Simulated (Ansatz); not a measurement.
Geometry optimisation, RKS PBE/def2-mTZVP in Ansatz 0.2.0.

The input (input.yaml):

```yaml
crystal:
  periodic: [false, false, false]
  atoms:
    - { symbol: B, position_ang: [0.0, 0.0, 0.0] }
    - { symbol: O, position_ang: [0.0, 0.0, 1.41] }
    - { symbol: H, position_ang: [-0.9095, -0.2814, 1.7471] }
    - { symbol: H, position_ang: [1.0305, 0.0, -0.595] }
    - { symbol: O, position_ang: [-1.2211, 0.0, -0.705] }
    - { symbol: H, position_ang: [-1.7308, -0.8467, -0.4965] }
basis:
  gaussian: { orbitals: def2-mTZVP }
hamiltonian:
  xc: pbe
relax:
  f_tol: 0.02
  max_steps: 40
```

Command:

```bash
$ ansatz run input.yaml --threads 1 --pin off --max-ram 2048MiB --backend cpu --events-out ev --progress --plain --runs-dir out
```

Task: Where does it end, and by what steps?

Result: The forces met the threshold. After 6 steps the energy has fallen by 0.453 eV; O5 moved furthest, 0.40 Å.

```
step  energy less start (eV)  largest force component (eV/Å)  accepted
   0                  0.0000                           1.754       yes
   1                 -0.1296                           2.481       yes
   2                 -0.2970                           2.707       yes
   3                 -0.4465                           0.178       yes
   4                 -0.4521                           0.182       yes
   5                 -0.4532                           0.063       yes
   6                 -0.4533                           0.004       yes
```

```xyz
6
Properties=species:S:1:pos:R:3
B -0.003 -0.065 -0.013
O -0.020 -0.063 1.362
H -0.879 -0.287 1.769
H 1.037 0.206 -0.543
O -1.066 -0.350 -0.835
H -1.901 -0.569 -0.379
```

Whether the end is a true minimum wasn't checked by a vibrational analysis.

The run took 10 s on 1 thread of AMD EPYC 7R43 64-Core Processor (Zen 3), on a shared host, peak memory 0.13 GiB.
